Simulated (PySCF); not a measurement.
Compound: HCl.
Atom-mapped SMILES: `[ClH:1]` (hydrogens: H2 on Cl1)

Structure used (PBE0-D3(BJ)/def2-SVP), in Å, numbered top down from 1:
```
atom  x, y, z in Å
Cl1    0.645   -0.006   -0.006
H2    -0.640    0.008   -0.022
```

The calculation used PySCF 2.14.0, PBE0-D3(BJ)/def2-SVP geometry optimisation, gas phase.

Take the most abundant isotopes and a rigid rotor. 

(1) What are the moment of inertia and the rotational constant?

(2) List the first levels of a rigid rotor in a Σ state.

(3) Where do the first rotational lines fall?

Answers

(1) I = 1.618 u·Å², B = 505379 MHz·u·Å²/I = 312329 MHz (10.4182 cm⁻¹, or 14.989 K as hB/k). For two atoms I = μr² with μ = 0.9796 u and r = 1.2852 Å.

(2) E(J) = BJ(J+1): J = 1: 20.836, J = 2: 62.509, J = 3: 125.018, J = 4: 208.364, J = 5: 312.546, J = 6: 437.564 cm⁻¹.

(3) The dipole is 1.38 D; J+1 ← J lies at 2B(J+1): 1 ← 0 at 624.66 GHz, 2 ← 1 at 1249.32 GHz, 3 ← 2 at 1873.98 GHz, 4 ← 3 at 2498.64 GHz, 5 ← 4 at 3123.29 GHz, 6 ← 5 at 3747.95 GHz.

Stationary, but not proved a minimum. Zero-point vibration and centrifugal distortion are left out.
